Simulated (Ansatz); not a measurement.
Total energies of `ClC1=CCO1`.

Cartesian coordinates in Å:
```
Cl 1.5549 1.2717 1.7830
C 0.5934 0.4778 0.6464
C -0.5611 -0.1861 0.6002
C -0.2712 -0.3434 -0.8650
O 0.9760 0.4075 -0.6623
H -1.3371 -0.4755 1.2841
H -0.9143 0.1953 -1.5625
H -0.0405 -1.3475 -1.2240
```

The species carries charge 0 and has multiplicity 1. The geometry is a stationary point of PBE0-D4/def2-TZVP. Basis def2-TZVPP, the Gaussian-basis code of Ansatz.

RPA on PBE orbitals: Hartree–Fock energy of these orbitals -649.65953 Eh, correlation -1.42347 Eh (frozen core).

| functional | kind | energy without D4 (Eh) | D4 term (kJ/mol) |
| --- | --- | --- | --- |
| LDA (SPW92) | LDA | -648.48239 | – |
| PBE | GGA | -651.15303 | -16.1 |
| BLYP | GGA | -651.50118 | -36.5 |
| r2SCAN | meta-GGA | -651.42708 | -3.8 |
| PBE0 | global hybrid, 25 % exact exchange | -651.19403 | -13.4 |
| B3LYP | global hybrid, 20 % | -651.57615 | -26.0 |
| HSE06 (plane-wave form) | screened hybrid | -651.17671 | -12.4 |
| BHLYP | global hybrid, 50 % | -651.44537 | -18.5 |
| ωB97M-V | range-separated hybrid meta-GGA with VV10 | -651.47283 | – |
| PBE-QIDH | double hybrid | -651.07696 | – |

Task: Give the same for revPBE, B97M-V, r2SCANh, r2SCAN0, CAM-B3LYP, LC-ωPBE, ωB97X-V, B2PLYP. (Best estimate.)

Result: Computed: 
```tsv
functional	kind	energy without D4 (Eh)	D4 term (kJ/mol)
revPBE	GGA	-651.42836	-55.1
B97M-V	meta-GGA with VV10	-651.42517	–
r2SCANh	meta-GGA hybrid, 10 %	-651.41414	-4.1
r2SCAN0	meta-GGA hybrid, 25 %	-651.39595	-4.5
CAM-B3LYP	range-separated hybrid	-651.48503	-13.4
LC-ωPBE	long-range corrected hybrid	-651.31045	–
ωB97X-V	range-separated hybrid GGA with VV10	-651.43513	–
B2PLYP	double hybrid	-651.27961	–
```

B3LYP takes the VWN-RPA correlation (the form of Gaussian; ORCA's B3LYP/G). HSE06 is the plane-wave form, built on full-range PBE exchange. The double hybrids freeze the cores in their second-order part.

LC-ωPBE has ω = 0.4 bohr⁻¹.
